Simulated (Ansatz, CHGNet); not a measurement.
**Transverse phonon frequency at X of fcc Al: levels of theory against measurement**

Reference value: 193 cm⁻¹ (measured, temperature not stated, no zero-point or thermal correction; as tabulated in Savrasov and Savrasov (1996), arXiv:cond-mat/9604124).

| level (code) | value (cm⁻¹) | cell (Å³/atom) |
|---|---|---|
| CHGNet-r²SCAN | 107 | 15.83 |
| r²SCAN (Ansatz) | 222 | 15.90 |
| r²SCAN+rVV10 (Ansatz) | … | 15.84 |

**Question.** Complete the blanks.

**Answer.** 
- r²SCAN+rVV10 (Ansatz, a program for electronic structure), value (cm⁻¹): 224

Differences against the reference: CHGNet-r²SCAN -45 %, r²SCAN +15.0 %, r²SCAN+rVV10 +16.1 %.

Of the ranked levels r²SCAN (+15.0 %) comes nearest. Farthest off among them: CHGNet-r²SCAN (-45 %). No ranked level lands within 10 %.

The reference isn't brought to a static lattice, while the calculations are for one, so the differences are not the levels' errors alone.  Each level is taken at its own relaxed cell. Ansatz's density-functional and Hartree–Fock values are scalar-relativistic unless marked +SOC, with PAW data made under PBE.

Machine-learned potentials (CHGNet-r²SCAN) are trained on DFT data: a solid inside that data is no test of them.

Differences are worked out from the printed values.
